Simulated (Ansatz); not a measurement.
P4, relaxed as a singlet with RKS B3LYP-D4/def2-TZVP in Ansatz, starting from the GFN1-xTB geometry. Force threshold 0.02 eV/Å.

The restricted singlet is unstable towards broken spin symmetry in Hartree–Fock (as tested in another run); at B3LYP-D4/def2-TZVP this wasn't settled. Another isomer (singlet) lies 3.43 eV lower at PBE0-D4/def2-TZVP; other spin states weren't run for this one.

Start:

Cartesian coordinates in Å:
```
P -1.342 -0.386 -1.089
P 1.530 1.730 0.655
P 0.293 0.333 0.128
P -0.481 -1.677 0.306
```

Q: Estimate the energy that the relaxation releases and the steps that it takes.

A: 0.00 eV, in 3 steps; 7 s on 4 threads of Arm Neoverse V1 on a shared host. No frequencies were taken in this run, so the end may be a saddle point.

Q: Does the start keep its bonding and symmetry?

A: By distances, no bond broke or formed. The bond that changes most is P2–P3, from 1.94 to 1.93 Å (atoms count from 1). Point group C2v at the start, C2v at the end, both within 0.05 Å.

Q: Predict the relaxed structure.

A: 
Cartesian coordinates in Å:
```
P -1.3408 -0.3818 -1.0895
P 1.5251 1.7246 0.6539
P 0.2933 0.3328 0.1268
P -0.4776 -1.6757 0.3088
```
Bond lengths: 4 × P–P 1.93 to 2.16 Å.
